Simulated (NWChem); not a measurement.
Basis-set convergence for sulfur dioxide (O₂S)

SMILES: O=S=O
```xyz
3

O      1.2504     0.0000    -0.3713
S      0.0000     0.0000     0.3713
O     -1.2504     0.0000    -0.3713
```
Charge 0, spin multiplicity 1.

Everything below was run with NWChem. All single points use one geometry, from PBE0/def2-SVP, a minimum by its harmonic frequencies.

Quantity: vertical ionisation energy at the level ΔPBE0 (Δ: difference of total energies, the cation a doublet at the parent's geometry with its hole in an orbital of symmetry a1 (C2v labels); it is the state that the SCF runs reached, from PBE0 orbitals for Hartree-Fock references, and need not be the lowest).

The Pople sets run with spherical d functions. No SCF solution was tested for a lower state.

```tsv
basis	functions	vertical ionisation energy (eV)
3-21G	31	11.68
6-31G*	46	12.22
6-311G**	62	12.34
aug-cc-pVDZ	73	12.30
6-311++G**	74	12.46
def2-TZVP	99	12.37
def2-TZVPP	104	12.37
def2-TZVPD	126	12.43
aug-cc-pVTZ	142	12.37
def2-QZVP	184	12.42
```

Smallest basis within 0.1 eV of def2-QZVP, the largest set run: 6-311G**, with 62 functions against 184 and about 8 % of the time (also within reach: 6-311++G**, def2-TZVP, def2-TZVPP, def2-TZVPD, aug-cc-pVTZ). def2-QZVP isn't the basis-set limit itself, and a small set can land close by cancellation.
